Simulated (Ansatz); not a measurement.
Relaxation of BH₆NO (9 atoms, charge 0, multiplicity 1), to a largest force component of 0.03 eV/Å in at most 50 steps.

Method: RKS B3LYP/6-31G* (Ansatz).

```xyz
9
Properties=species:S:1:pos:R:3:forces:R:3
B 0.034 -0.260 -0.002 0.01 -0.07 -0.19
H -0.062 -0.564 1.150 0.01 -0.31 0.08
H 1.080 0.052 -0.483 0.00 0.00 -0.03
O -1.034 -0.344 -0.839 0.00 0.00 0.02
H -1.837 -0.638 -0.383 0.01 -0.02 -0.03
N -0.305 2.202 1.186 -0.01 -0.52 0.36
H -1.060 2.194 0.502 0.03 -0.01 -0.01
H 0.559 2.374 0.676 0.01 -0.01 -0.01
H -0.242 1.246 1.583 -0.05 0.94 -0.19
```

Where does it end, and by what steps?

The run converged. The force dipped under the threshold on the way, but the program's further checks kept it going. After 11 steps the energy has fallen by 0.108 eV; H9 moved furthest, 0.55 Å.

| step | energy less start (eV) | largest force component (eV/Å) | accepted |
| --- | --- | --- | --- |
| 0 | 0.0000 | 0.943 | yes |
| 1 | -0.0819 | 0.446 | yes |
| 2 | -0.0566 | 0.862 | no |
| 3 | -0.0963 | 0.213 | yes |
| 4 | -0.1025 | 0.145 | yes |
| 5 | -0.1012 | 0.249 | no |
| 6 | -0.1047 | 0.092 | yes |
| 7 | -0.1070 | 0.016 | yes |
| 8 | -0.1057 | 0.214 | no |
| 9 | -0.1072 | 0.059 | yes |
| 10 | -0.1072 | 0.066 | no |
| 11 | -0.1075 | 0.014 | yes |

```xyz
9
Properties=species:S:1:pos:R:3
B 0.039 -0.397 -0.075
H -0.002 -0.891 1.019
H 1.051 0.023 -0.552
O -1.069 -0.340 -0.857
H -1.847 -0.724 -0.427
N -0.323 2.406 1.177
H -0.991 2.108 0.468
H 0.594 2.386 0.736
H -0.317 1.690 1.902
```

Run time: 22 s on 1 thread of Arm Neoverse V1, with other jobs on the host, peak memory 0.13 GiB.
